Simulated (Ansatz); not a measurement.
Reaction (homolysis of the C–F bond): `FC(F)(F)F` → `F[C](F)F`• + F•

Calculated with Ansatz (gas phase, PBE0-D4/def2-TZVP geometries, no zero-point term in ΔE). CCSD(T)/CBS is the MP2 limit (def2-TZVPP, def2-QZVPP) plus CCSD(T) − MP2 in def2-TZVPP, frozen cores. This one scheme is used for every species, atoms too. DFT in def2-TZVPP. Open shells (•) are unrestricted, without spin–orbit coupling. Spin–orbit coupling would lower the free atoms: a little for F.

`FC(F)(F)F`:

Cartesian coordinates in Å:
```
F 0.550 -1.153 -0.324
C 0.000 0.000 0.000
F -0.156 0.061 1.307
F 0.781 0.985 -0.396
F -1.175 0.107 -0.588
```

`F[C](F)F`•:

Cartesian coordinates in Å:
```
F 0.186 1.229 0.180
C -0.119 -0.045 0.267
F 0.951 -0.801 0.179
F -1.019 -0.384 -0.626
```

```tsv
species	RPA@PBE/def2-TZVPP energy (Eh)
`FC(F)(F)F`	-437.46724
`F[C](F)F`•	-337.54052
F•	-99.73620
```

**Question.** Work out ΔE.

**Answer.** ΔE = (-337.54052) + (-99.73620) − (-437.46724) = 0.19052 Eh = +500.2 kJ/mol. CCSD(T)/CBS gives +556.5 kJ/mol.

**Question.** What do rigid-rotor, harmonic-oscillator terms from PBE0-D4/def2-TZVP frequencies (298.15 K, 1 bar) make of the CCSD(T)/CBS value? (Estimate.)

**Answer.** Computed: ΔZPE = -12.9 kJ/mol, ΔH = +548.5 kJ/mol, ΔS = 163 J/(mol·K), ΔG = +499.8 kJ/mol. Open shells count their whole term as degenerate.

Largest T1 diagnostic among the species: 0.014.

The D4 term adds +3.4 kJ/mol with B3LYP and +1.7 kJ/mol with PBE0; it sums over pairs of atoms, weighted by their polarisabilities, and B3LYP, whose exchange is more repulsive, gets the larger term. At CCSD(T), def2-SVP lies −17.0 kJ/mol from the extrapolated value and def2-TZVPP −13.5 kJ/mol: correlation converges slowly with the basis, and small sets miss more of it in the bonded molecule than in its fragments. Leaving LDA and LC-ωPBE aside and taking each functional with its dispersion term where it has one, the values, not all of them listed here, spread over 51.2 kJ/mol, from BHLYP-D4 to ωB97M-V. LDA lies +109.8 kJ/mol from PBE without D4, its usual overbinding.

B3LYP here is the variant with VWN-RPA as its local correlation; programs differ in this.
